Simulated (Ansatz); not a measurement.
# Worked example: AsH₂⁺, triplet against AsH2⁺, singlet

Geometry (PBE0/def2-TZVP stationary point of a singlet), kept for both states (AsH2⁺, singlet: A1; AsH2⁺, triplet: B1):

```yaml
atoms:
  - { symbol: As, position_ang: [0.0000, -0.0281, 0.0000] }
  - { symbol: H, position_ang: [0.0000, 1.0446, -1.0909] }
  - { symbol: H, position_ang: [0.0000, 1.0446, 1.0909] }
```

Basis cc-pVTZ; Ansatz 0.2.0. Only valence electrons are correlated (noble-gas cores and the filled d shells of p-block atoms frozen). R marks a restricted (for open shells ROHF) determinant. No spin–orbit coupling is included, and no scalar relativity.

Full CI is exact within this basis and frozen core; it isn't the basis-set limit.

```csv
level,"E(AsH2⁺, singlet) (hartree)","E(AsH2⁺, triplet) (hartree)"
RCCSD(T),-2235.197145,-2235.144397
PBE,-2236.387484,-2236.336153
wB97M-V,-2236.600346,-2236.545242
full CI,-2235.197930,-2235.145209
```

Problem. Give the vertical gap, AsH2⁺ triplet less AsH2⁺ singlet, at each level in eV (1 hartree = 27.2114 eV), and each error against full CI.

Solution. full CI: (-2235.145209 − (-2235.197930)) × 27.2114 = 1.435 eV (the reference)
wB97M-V: (-2236.545242 − (-2236.600346)) × 27.2114 = 1.499 eV, error 0.064 eV
PBE: (-2236.336153 − (-2236.387484)) × 27.2114 = 1.397 eV, error -0.038 eV
RCCSD(T): (-2235.144397 − (-2235.197145)) × 27.2114 = 1.435 eV, error 0.000 eV

Total energies of functionals can't be set beside those of wave-function methods, since they hold the core's correlation and their own absolute errors; only the differences compare.

Each level lands on the state that its own search finds. T1 diagnostics of restricted CCSD: 0.012 and 0.022.
